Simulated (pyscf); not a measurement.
H₂N–NH₂ + GaH₃ -> H₂N–GaH₂ + NH₃ (four-centre exchange; singlet surface; N–N, Ga–H broken, Ga–N, H–N formed). Structures and frequencies: ωB97X-D3(BJ)/def2-SVP in PySCF. MP2 and CC: frozen core, UHF for open shells. ΔMP2 is the change of the MP2 total energy from the triple- to the quadruple-zeta basis. Energies in kcal/mol from the separated reactants.

```tsv
level	barrier	reaction energy
ωB97X-D3(BJ)/def2-TZVP	…	-54.0
ωB97M-D3(BJ)/def2-TZVP	66.0	-53.7
HF/def2-TZVP	96.8	-52.6
MP2/def2-QZVPP	66.1	-61.0
CCSD/def2-TZVPP	67.9	-56.8
CCSD(T)/def2-TZVPP	57.8	-57.3
CCSD(T)/def2-TZVPP + ΔMP2(QZVPP)	…	…
```

Problem. What belongs in the gaps?

Solution. 
- ωB97X-D3(BJ)/def2-TZVP, barrier: 67.2
- CCSD(T)/def2-TZVPP + ΔMP2(QZVPP), barrier: 58.1
- CCSD(T)/def2-TZVPP + ΔMP2(QZVPP), reaction energy: -58.1

On the reactant side the descent ends in an adduct with a Ga–N contact, 26.6 kcal/mol under the separated species and 93.8 kcal/mol under the saddle at ωB97X-D3(BJ)/def2-TZVP. On the product side the descent ends in an adduct with a Ga–N contact (not fully relaxed), 19.7 kcal/mol under the separated species and 140.9 kcal/mol under the saddle at ωB97X-D3(BJ)/def2-TZVP. What is counted as formed (Ga–N) is already present as a longer contact in the reactant adduct; forming that adduct is a step of its own. This is the saddle that the search found; another between the same sides may lie lower. One closed-shell reference is unstable to symmetry breaking; treat the single-reference values with care. The CCSD(T) − MP2 part came from Ansatz, without density fitting, on the same reference. The largest closed-shell T1 diagnostic is 0.032, which may signal static correlation. The frozen core leaves the outer d or s,p core shells of the metals and heavy elements correlated in the MP2 and CC values, and def2-TZVPP describes them poorly, which can shift differences by a few kcal/mol. Elements up to Kr have no core potential and no relativistic terms here.
